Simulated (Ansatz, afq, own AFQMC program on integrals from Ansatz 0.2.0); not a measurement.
Two steps: Ansatz 0.2.0 writes the Fock matrix and Cholesky factors of the valence space, and afq projects on them the lowest state that overlaps trial and start.

```yaml
crystal:
  periodic: [false, false, false]
  atoms:
    - {symbol: Ga, position_ang: [0.000000, 0.000000, 0.000000]}
basis:
  gaussian: {orbitals: cc-pVDZ}
magnetization: {spin_polarized: true, initial_magnetization: 1}
correlation: {method: ccsd_t, electrons: outside_noble_gas, hamiltonian_folder: ham}
```

```sh
$ ansatz run in.yaml --threads 1 --pin off --events-out ev --progress --plain --max-ram 1843MiB
```

afq runs on the folder ham with

```
--method phaseless --trial hf --walkers 400 --populations 1 --least-time 40 --time-step 0.005 --steps-per-block 20 --equilibration-blocks 112 --max-blocks 600 --target-error 0.00063 --factor-cut 1e-05 --start spin_pure --seed 6686 --taylor-order 6
```

Times are imaginary, in 1/Eh. The walk had a cap of 398 s. Filled inner d shells are frozen with the cores.

```
orbitals 13  electrons 2 1  factors 69 of 193
reference energy -1923.19219640 Eh
CCSD correlation -0.04356976 Eh in 8 cycles, weight of the determinant in the CISD state 0.9451
energy of the start -1923.192268 Eh
 block  time / (1/Eh)  mean weight  energy / Eh
     1     0.100  1.0001  -1923.195961
     2     0.200  0.9999  -1923.198737
     3     0.300  0.9999  -1923.201530
     4     0.400  0.9999  -1923.204384
     5     0.500  1.0001  -1923.207301
    10     1.000  1.0000  -1923.217314
    61     6.100  1.0000  -1923.232002
   121    12.100  0.9997  -1923.240488
   145    14.500  1.0002  -1923.231065
   181    18.100  1.0004  -1923.234636
   241    24.100  0.9997  -1923.236629
   301    30.100  1.0000  -1923.236171
   361    36.100  1.0003  -1923.233642
   421    42.100  1.0004  -1923.239985
   481    48.100  0.9997  -1923.244721
   505    50.500  1.0001  -1923.240960
blocks merged  error / Eh  count
     1  0.000225  400
     2  0.000284  200
     4  0.000381  100
     8  0.000484  50
    16  0.000561  25
    32  0.000526  12
energy -1923.235992 +/- 0.000561 Eh
(rows thinned)
```

Problem. Estimate how long the walk took on 1 thread of Intel(R) Xeon(R) Platinum 8259CL CPU @ 2.50GHz (Skylake/Cascade Lake), on a shared host.

Solution. 120 s of wall time.

The run passed its tests (sampling time, drift between the halves within three errors, error under three times the target), which doesn't prove that it has relaxed.

Against this walk (error 15.3 meV) on the same determinant: CCSD(T) 7.4 meV lower (within the noise), full CI 13.8 meV lower (within the noise), a separate phaseless walk with a CISD trial and standard settings 13.3 ± 15.3 meV lower (within the noise). The error is statistical and leaves out the bias of the constraint.

Cautions: constraint bias not in the error; no relativity below Rb; no spin-orbit coupling; inner d shell frozen.

A walk keeps the symmetry of its determinant, which the program's search chose and which needn't be the lowest solution, so a lower state of the same spin and another symmetry isn't excluded.
